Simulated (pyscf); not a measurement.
# Four-centre exchange: H₂S + SiH₄ → H₂S + SiH₄

Gas phase, singlet surface, charge 0. Bonds broken: S1–H2, Si4–H5. Bonds formed: S1–H5, H2–Si4. PySCF, gas phase, ωB97X-D3(BJ)/def2-SVP geometries. MP2 and CC: frozen core, UHF for open shells. ΔMP2 is the change of the MP2 total energy from the triple- to the quadruple-zeta basis.

Transition state (Å):

```xyz
8

S      1.3328     0.9385    -1.1245
H     -0.1528     0.1422    -0.4327
H      1.0353     2.0042    -0.3527
Si    -0.9977    -0.8568     0.9126
H      0.5384    -0.0884     0.1516
H     -0.3984    -2.1681     1.2872
H     -2.2417    -1.0633     0.1175
H     -1.2711    -0.0201     2.1138
```

One imaginary mode, 2503i cm⁻¹; descent along it reached the two sides named.

```
bond    change  reactant side (Å)  saddle  product side
------  ------  -----------------  ------  ------------
S1–H2   breaks              1.346   1.822           3.5
Si4–H5  breaks              1.488   1.879           3.8
S1–H5    forms                3.5   1.820         1.346
H2–Si4   forms                3.6   1.877         1.488
```

Electronic energies relative to the separated reactants (kJ/mol):

```json
[
 {"level": "ωB97X-D3(BJ)/def2-TZVP", "barrier": "316.7", "reaction energy": "0.0", "reverse barrier": "316.7"},
 {"level": "PBE/def2-TZVP", "barrier": "241.7", "reaction energy": "0.0", "reverse barrier": "241.7"},
 {"level": "r²SCAN/def2-TZVP", "barrier": "266.4", "reaction energy": "0.0", "reverse barrier": "266.4"},
 {"level": "B3LYP-D3(BJ)/def2-TZVP", "barrier": "282.9", "reaction energy": "0.0", "reverse barrier": "282.9"},
 {"level": "PBE0-D3(BJ)/def2-TZVP", "barrier": "271.8", "reaction energy": "0.0", "reverse barrier": "271.8"},
 {"level": "M06-2X/def2-TZVP", "barrier": "306.7", "reaction energy": "0.0", "reverse barrier": "306.7"},
 {"level": "ωB97M-D3(BJ)/def2-TZVP", "barrier": "310.8", "reaction energy": "0.0", "reverse barrier": "310.8"},
 {"level": "HF/def2-TZVP", "barrier": "411.6", "reaction energy": "0.0", "reverse barrier": "411.6"},
 {"level": "MP2/def2-QZVPP", "barrier": "305.0", "reaction energy": "0.0", "reverse barrier": "305.0"},
 {"level": "CCSD/def2-TZVPP", "barrier": "336.7", "reaction energy": "0.0", "reverse barrier": "336.7"},
 {"level": "CCSD(T)/def2-TZVPP", "barrier": "317.6", "reaction energy": "0.0", "reverse barrier": "317.6"},
 {"level": "CCSD(T)/def2-TZVPP + ΔMP2(QZVPP)", "barrier": "311.3", "reaction energy": "0.0", "reverse barrier": "311.3"}
]
```

With CCSD(T)/def2-TZVPP + ΔMP2(QZVPP) energies and thermal terms (ideal gas, 1 atm, RRHO with modes under 100 cm⁻¹ raised to 100, one conformer, R ln 2 for rigid chiral ones), in kJ/mol:

```tsv
T (K)	ΔH‡	ΔG‡	ΔH	ΔG
298	302.6	333.8	0.0	0.0
600	306.1	364.2	0.0	0.0
900	310.3	392.3	0.0	0.0
1200	314.2	419.0	0.0	0.0
```

The same reactants have a lower exit, to H₃Si–SH + H₂ (barrier +208.9 kJ/mol at ωB97M-D3(BJ), against +310.8 kJ/mol here). One saddle was located; it need not be the lowest between these sides. The CCSD(T) − MP2 part came from Ansatz, without density fitting, on the same reference.
